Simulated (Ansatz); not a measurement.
A calculation with Ansatz (development build ahead of 0.2.0).

```yaml
crystal:
  periodic: [false, false, false]
  atoms:
    - { symbol: B, position_ang: [0.0, 0.0, 0.0] }
    - { symbol: Al, position_ang: [0.0, 0.0, 2.87] }
    - { symbol: H, position_ang: [0.0, 1.4592, -0.6804] }
    - { symbol: B, position_ang: [1.846, -1.0658, -0.994] }
basis:
  gaussian: { orbitals: pcseg-2 }
hamiltonian:
  xc: hf
```

The input is written out in the form of the current development build from the run's settings.

Results

- Converged: yes
- Total energy: -291.53361 hartree
- Spin squared of the determinant: 0.000
- Stability test: minimum among restricted orbitals

Caution: stretched shape with no unrestricted run beside it, a lower state can exist.
